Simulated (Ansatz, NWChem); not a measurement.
# The same job for Ansatz

This NWChem 7.3.0 job computes CF3 (trifluoromethyl radical):

cf3.nw:
```
start cf3
title "CF3"
memory 2200 mb
charge 0
geometry units angstroms noautosym nocenter noautoz
 F       -1.405656       0.037557       0.348194
 C       -0.039500      -0.059500      -0.286700
 F        0.658900      -1.044900       0.227300
 F        0.608100       1.079500      -0.205900
end
basis spherical bse
 * library 6-31G*
end
dft
 xc b3lyp
 mult 2
 grid xfine
 convergence energy 1e-08
 iterations 100
 mulliken
end
task dft energy
```

```bash
$ nwchem cf3.nw > cf3.out
```

One bond was lengthened or shortened from a relaxed shape.

It gives a total energy of -337.530622 Eh.

**Question.** How is this level of theory, on these atoms, set up in Ansatz 0.2.0 as an input file of the program's own?

**Answer.** One way, which was run:

in.yaml:
```yaml
crystal:
  periodic: [false, false, false]
  atoms:
    - {symbol: F, position_ang: [-1.405656, 0.037557, 0.348194]}
    - {symbol: C, position_ang: [-0.039500, -0.059500, -0.286700]}
    - {symbol: F, position_ang: [0.658900, -1.044900, 0.227300]}
    - {symbol: F, position_ang: [0.608100, 1.079500, -0.205900]}
basis:
  gaussian:
    orbitals: 6-31G_st_-spherical.json
total_charge: 0
magnetization:
  spin_polarized: true
  initial_magnetization: 1
hamiltonian:
  xc: {name: B3LYP}
accuracy: high
output: {orbitals: {seedname: orbitals}}
```

```bash
$ ansatz run in.yaml --threads 1 --pin off --max-ram 3480MiB --events-out events.jsonl --progress --plain --runs-dir runs
```

(Basis files named in the input come from the Basis Set Exchange and aren't shown.)

Its energy is -337.530622 Eh, 0.000 mEh from the first.
